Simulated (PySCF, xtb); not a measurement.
Two isomers of H3OPSi−

We compare a, the doublet with the links of `[O-][SiH]P`, with b, the doublet with the links of `[O-][P][SiH3]`. Both are isolated ions in the gas phase, relaxed with B3LYP-D3(BJ)/def2-SVPD; the shapes shown needn't be the lowest conformers.

a (Å):

| atom | x (Å) | y (Å) | z (Å) |
| --- | --- | --- | --- |
| O | 1.9465 | -1.3429 | -1.4321 |
| P | 2.4950 | 0.9882 | 0.8846 |
| Si | 1.4233 | 0.1103 | -1.0334 |
| H | -0.0719 | 0.1851 | -0.6800 |
| H | 1.7808 | 0.2445 | 1.8870 |
| H | 1.6240 | 2.1220 | 1.0103 |

b (Å):

```xyz
6

O     0.3037    0.3581   -2.0062
P     1.6659   -0.2207   -1.4568
Si    1.7668    0.4941    0.7440
H     3.0338    0.0172    1.4232
H     0.6564    0.0214    1.6599
H     1.7689    1.9925    0.9681
```

Quicker runs give these differences E(b) − E(a): GFN2-xTB +0.5 kcal/mol; HF/STO-3G −17.0 kcal/mol (at GFN2-xTB geometries).

Estimate E(b) − E(a) at the level B3LYP-D3(BJ)/def2-SVPD.

Calculated at B3LYP-D3(BJ)/def2-SVPD: E(b) − E(a) = +4.0 kcal/mol, so structure a lies lower.

Level by level:

| level | geometry | E(b) − E(a) (kcal/mol) | departure from the last row (kcal/mol) | job, with rough time for the two |
| --- | --- | --- | --- | --- |
| GFN2-xTB | GFN2-xTB | +0.5 | −3.5 | optimisation, 0.18 s |
| HF/STO-3G | GFN2-xTB | −17.0 | −21.0 | single point, 2.6 s |
| r2SCAN-D4/def2-SVPD | GFN2-xTB | +4.8 | +0.8 | single point, 6.9 min |
| B3LYP-D3(BJ)/def2-SVPD | B3LYP-D3(BJ)/def2-SVPD | +4.0 |  | optimisation, 3.1 min |

As drawn, b has 1 O–P, 2 Si–H in place of 1 O–Si, 2 P–H.

HF/STO-3G puts the two in the other order. The largest departure from B3LYP-D3(BJ)/def2-SVPD is that of HF/STO-3G, 21.0 kcal/mol. No coupled-cluster energies are at hand for both structures. No reliable frequencies are at hand for b, so it isn't confirmed as a minimum.

Open shells are spin-unrestricted. Run with PySCF 2.14.0, xtb 6.7.1; the last row on 2 threads of Intel(R) Xeon(R) Platinum 8259CL CPU @ 2.50GHz (Skylake/Cascade Lake) on a shared host.
